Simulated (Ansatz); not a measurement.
A made-up structure of CH$_{4}$BO, doublet:

| atom | x (Å) | y (Å) | z (Å) |
| --- | --- | --- | --- |
| B1 | 0.2991 | 0.1161 | 0.2787 |
| C2 | -0.8500 | 0.3117 | -0.6715 |
| O3 | 0.8217 | -1.0964 | 0.4998 |
| H4 | -1.2258 | 1.2932 | -0.8099 |
| H5 | -1.2644 | -0.5189 | -1.1833 |
| H6 | 0.7993 | 0.9674 | 0.8683 |
| H7 | 1.5467 | -1.0489 | 1.1314 |

It is relaxed with PBE-D4/def2-SVP and then PBE0-D4/def2-TZVP (Ansatz 0.2.0). Atoms count as bonded within 1.22 times the sum of their covalent radii (H–H: 0.88 Å). The end point is not checked to be a true minimum.

Problem. Does its bonding change? (A judgement: the text doesn't fix the answer.)

Solution. Computed: No: no bond forms or breaks.

Where it ends: The first stage lowers the energy by 0.24 eV in 4 steps. It ends as CH₄BO ([CH2][BH][OH]):
```xyz
7
angstrom
B 0.3312 0.1399 0.3109
C -0.8371 0.3164 -0.6595
O 0.8246 -1.1167 0.4985
H -1.2885 1.2812 -0.8663
H -1.2771 -0.5212 -1.1945
H 0.8190 1.0666 0.9040
H 1.5546 -1.1418 1.1205
```

Labels in which every atom is bracketed show which atoms are joined, not bond orders.

For scale, one of the runs: PBE0-D4/def2-TZVP relaxation, 117 basis functions, launched by `ansatz run in.yaml --threads 2 --pin off --events-out ev --progress --plain --max-ram 4352MiB`. Hardware: 2 CPU threads of an Intel Xeon Platinum 8175M, shared host. Wall time about 14 s.
